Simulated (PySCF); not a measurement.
Rock-salt LiF: PBE at its full settings () and at cheaper ones, in a cell of 2 atoms.

```tsv
level and setting	lattice parameter a (Å)	bulk modulus B0 (GPa)	band gap (eV)
PBE (PySCF)	4.066	66.4	9.07
PBE/GTH-DZVP (PySCF)	4.074	66.2	9.07
PBE/GTH-SZV (PySCF)	4.147	74.4	7.40
```

Largest shifts from the full settings: lattice constant a +1.99 % (PBE/GTH-SZV), against a difference of +2.37 % of the full result from the reference 3.972 Å (measured, static lattice: zero-point anharmonic expansion removed, our sources range from 3.964 to 3.974; as tabulated in Mejia-Rodriguez and Trickey (2018), arXiv:1807.09216); bulk modulus +12.0 % (PBE/GTH-SZV), against a difference of -13.0 % of the full result from the reference 76.3 GPa (measured, 0 K value with the zero-point phonon effect removed; as tabulated in Mejia-Rodriguez and Trickey (2018), arXiv:1807.09216); band gap -1.67 eV (PBE/GTH-SZV), against a difference of -6.28 eV of the full result from the reference 15.35 eV (measured, zero-point renormalisation of 1.15 eV added back here (the table's ZPR column); inputs from Chen et al. (2018), doi:10.1103/physrevmaterials.2.073803).

The full settings aren't shown to be converged themselves.

Density-functional gaps are differences of (generalised) Kohn–Sham levels.

Cells: PBE at the level's own equilibrium cell for 2 of them, at the measured cell for 1 of them; PBE/GTH-DZVP at the level's own equilibrium cell for 2 of them, at the measured cell for 1 of them; PBE/GTH-SZV at the level's own relaxed cell for 2 of them, at the measured cell for 1 of them.

Run with cheap settings on purpose, which may leave them unconverged: PBE/GTH-DZVP, PBE/GTH-SZV.
